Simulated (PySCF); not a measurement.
Structure problem from calculated spectra and properties.

Formula: C6H12.

| Item | Value |
| --- | --- |
| UV, strongest line | among the 8 lowest singlet transitions: S6 at 9.44 eV (131 nm, f = 0.048) [TDDFT wB97X-D/def2-SVPD] |
| 13C NMR | chemical shifts (computed TMS as zero) by class: 38.0 (1 C), 37.4 (2 C), 30.4 (2 C), 23.6 (1 C) ppm [GIAO PBE0/pcSseg-1] |
| 1H NMR | chemical shifts (computed TMS as zero) by class: 1.88 (1 H), 1.88 (2 H), 1.67 (2 H), 1.62 (2 H), 1.09 (3 H), 1.03 (2 H) ppm [GIAO PBE0/pcSseg-1] |
| Triplet | lowest triplet excitation (Tamm–Dancoff): 8.61 eV [TDA wB97X-D/def2-SVPD] |
| Dipole | 0.11 D [wB97X-D/def2-SVPD] |
| Polarisability | 69.0 au [wB97X-D/def2-SVPD] |
| Rotational structure | rotational constants A, B, C: 6.145, 3.018, 2.289 GHz [GFN2-xTB] |
| UV, first state | lowest singlet excitation: 8.78 eV (141 nm, f = 0.003) [TDDFT wB97X-D/def2-SVPD] |

The electronic properties come from PySCF, for the isolated species, density fitting. Levels stand in brackets. One conformer (not necessarily the lowest) at the GFN2-xTB geometry, without solvent, vibrations or thermal averaging. Each NMR value is the plain mean over a class of atoms that symmetry, rotation or inversion makes alike.

Question: Propose a structure and show how it fits.

Answer: Numbering: `[CH3:1][CH:2]1[CH2:3][CH2:4][CH2:5][CH2:6]1`. Its formula, C6H12, gives 1 degree of unsaturation: 1 ring and 0 π bonds in the structure found. 6 carbons fall into 4 classes; from least to most shielded: sp3 CH carbon [C2] (38.0 ppm), ring CH2 carbon [C3/C6] (37.4 ppm, 2 C, up to 6.2 ppm apart in this geometry), ring CH2 carbon [C4/C5] (30.4 ppm, 2 C, up to 2.9 ppm apart in this geometry), methyl carbon [C1] (23.6 ppm). Hydrogen classes from least to most shielded: 1 H on an sp3 CH carbon, C2 (1.88 ppm), 2 H on 2 ring CH2 carbons, C3/C6 (1.88 ppm), 2 H on 2 ring CH2 carbons, C4/C5 (1.67 ppm), 2 H on 2 ring CH2 carbons, C4/C5 (1.62 ppm), 3 H on a methyl carbon, C1 (1.09 ppm, a mean of values up to 0.7 ppm apart in this geometry), 2 H on 2 ring CH2 carbons, C3/C6 (1.03 ppm). The optimised geometry has point group C1 and is an asymmetric top. Structure: methylcyclopentane, `CC1CCCC1`. Computed isomers that give other values at the same levels: `C=CC(C)(C)C` (13C chemical shifts (computed TMS as zero) by class: 158.9 (1 C), 114.9 (1 C), 36.6 (1 C), 30.5 (3 C) ppm); `C1CCCCC1` (13C chemical shifts (computed TMS as zero) by class: 30.9 (6 C) ppm); `CCC=C(C)C` (13C chemical shifts (computed TMS as zero) by class: 138.1 (1 C), 134.2 (1 C), 29.1 (1 C), 26.4 (1 C), 19.0 (1 C), 17.4 (1 C) ppm). The assignments are read from this structure; whether some other isomer fits the data as well wasn't checked.
